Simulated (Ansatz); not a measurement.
H$_{4}$NPSi (`N1[SiH2]P1`), relaxed with RKS PBE0-D4/def2-TZVP in Ansatz from a PBE-D4/def2-SVP geometry. The force threshold is 0.005 eV/Å; the program also tests the step.

Charge 0, multiplicity 1.

Start:

```xyz
7

N     1.089    0.051   -0.114
Si   -0.400   -0.022    0.782
P     0.014    1.130   -1.087
H     1.703   -0.663   -0.514
H    -1.278   -1.237    0.680
H    -0.401    0.587    2.149
H    -0.727    0.153   -1.895
```

```tsv
step	energy (eV)	largest force (eV/Å)	largest move (Å)
1	-18713.6790	0.736	0.000
2	-18713.7227	0.346	0.035
3	-18713.7300	0.095	0.016
4	-18713.7304	0.023	0.005
5	-18713.7306	0.026	0.008
6	-18713.7307	0.011	0.011
7	-18713.7307	0.003	0.002
```

End:

```xyz
7

N     1.064    0.045   -0.113
Si   -0.405   -0.014    0.761
P     0.019    1.114   -1.069
H     1.672   -0.652   -0.511
H    -1.250   -1.229    0.680
H    -0.393    0.580    2.116
H    -0.707    0.156   -1.865
```

Hardware: 2 threads of an Arm Neoverse V1 on a shared host. Wall time 16 s, peak host memory 0.23 GiB.
